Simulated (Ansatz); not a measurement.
## C₂H₆O₂, SMILES COCO: a rigid torsion scan, step by step

Program: Ansatz's Python interface.

At the Python prompt:
```pycon
>>> import ansatz as az
>>> from ase import Atoms
>>> atoms = Atoms(['C', 'O', 'C', 'O', 'H', 'H', 'H', 'H', 'H', 'H'], positions=[
...     (-0.0266, 1.2669, -0.5141),
...     (-0.4192, 0.3445, 0.4587),
...     (0.2148, -0.8796, 0.2155),
...     (0.0144, -1.7427, 1.292),
...     (-0.3609, 0.9541, -1.5395),
...     (-0.6216, 2.2495, -0.3104),
...     (1.0243, 1.5299, -0.4937),
...     (1.3709, -0.7212, 0.1972),
...     (-0.0854, -1.3154, -0.6675),
...     (-1.0277, -1.7372, 1.3648),
... ])
>>> # relax first, so that the scan starts from a minimum
>>> first = (
...     az.Crystal.molecule_from_ase(atoms).calculation()
...     .basis(gaussian='6-31G*')
...     .functional('r2SCAN')
...     .relax(force_tolerance=0.02, max_steps=80)
... )
>>> atoms.positions = first.run(threads=1).report['positions_ang']

>>> start = atoms.get_dihedral(3, 2, 1, 0)
>>> energies = {}
>>> for turn in range(0, 360, 30):
...     turned = atoms.copy()
...     turned.set_dihedral(3, 2, 1, 0, start + turn, indices=[0, 1, 4, 5, 6])
...     setup = az.Crystal.molecule_from_ase(turned).calculation()
...     setup = setup.basis(gaussian='6-31G*').functional('r2SCAN')
...     energies[round((start + turn) % 360)] = setup.run(threads=1).report['free_energy_ev']
...
>>> floor = min(energies.values())
>>> print('dihedral O3-C2-O1-C0 (deg)   E - E(min) (kJ/mol)')
dihedral O3-C2-O1-C0 (deg)   E - E(min) (kJ/mol)
>>> for angle, e in sorted(energies.items()):
...     print(f'{angle:8d} {96.485332 * (e - floor):14.3f}  ' + '#' * int(30 * (e - floor) / max(max(energies.values()) - floor, 1e-9)))
...
       4         50.324  ##############################
      34         20.114  ###########
      64          0.000
      94          6.884  ####
     124         15.680  #########
     154         11.653  ######
     184          7.083  ####
     214         11.711  ######
     244         17.082  ##########
     274         15.625  #########
     304         24.319  ##############
     334         42.955  #########################
```

Caveats:
- The settings weren't tested for convergence.
- The scan is rigid and the energies are electronic, in a modest basis. With rigid groups the curve can differ much from the relaxed path, the start wasn't checked as a minimum of this torsion, and equivalent turns needn't return to the same energy.
- Run time: 72 s on 1 thread of Arm Neoverse V1, on a shared host, peak memory 0.21 GiB.

(Lines on the test bed's own set-up are left out of the output.)
